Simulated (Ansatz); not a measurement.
What does this script print? It uses the Python package of Ansatz (0.2.0).

Script `n2_dimer.py`:
```python
# -*- coding: utf-8 -*-
'''Binding of a N2 dimer at a trial geometry.'''

import ansatz as az
import numpy as np

FIRST = [
    ('N', (0.0, 0.0, -0.655)),
    ('N', (0.0, 0.0, 0.655)),
]
SECOND = [
    ('N', (1.0767, -0.9138, -2.7128)),
    ('N', (2.0086, -0.2126, -2.1161)),
]

def energy(atoms, ghosts=()):
    molecule = az.Crystal.molecule()
    for symbol, xyz in atoms:
        molecule = molecule.atom(symbol, xyz)
    calc = (
        molecule.calculation()
        .basis(gaussian='def2-SVP')
        .correlation('mp2')
    )
    deck = calc.input()
    if ghosts:
        deck = deck.set(az.key.basis.gaussian.ghost_atoms, [{'symbol': s, 'position_ang': list(xyz)} for s, xyz in ghosts])
    return az.Session.from_dict(deck).plan().execute().report['free_energy_ev']

# monomers in their own basis and in the basis of the dimer
direction = np.array([0.5283, -0.1929, -0.8269])
print('shift (A)   counterpoise-corrected interaction (kJ/mol)')
for shift in (-0.3, 0.0, 0.4, 1.0, 2.0):
    moved = [(s, tuple(np.round(np.array(xyz) + shift * direction, 4))) for s, xyz in SECOND]
    gain = energy(FIRST + moved) - energy(FIRST, moved) - energy(moved, FIRST)
    print(f'{shift:8.2f} {96.485332 * gain:14.3f}')
```

```console
$ python n2_dimer.py
shift (A)   counterpoise-corrected interaction (kJ/mol)
   -0.30        123.877
    0.00         41.910
    0.40          8.230
    1.00         -0.314
    2.00         -0.462
```

The dimer is a generated trial pose of unrelaxed monomers, not a minimum, so the figure is no binding energy, and the basis set is small. The spin state was assumed, and another may lie lower. The whole script took 5 s on 1 thread of Arm Neoverse V2, with other jobs on the host, peak memory 0.17 GiB.
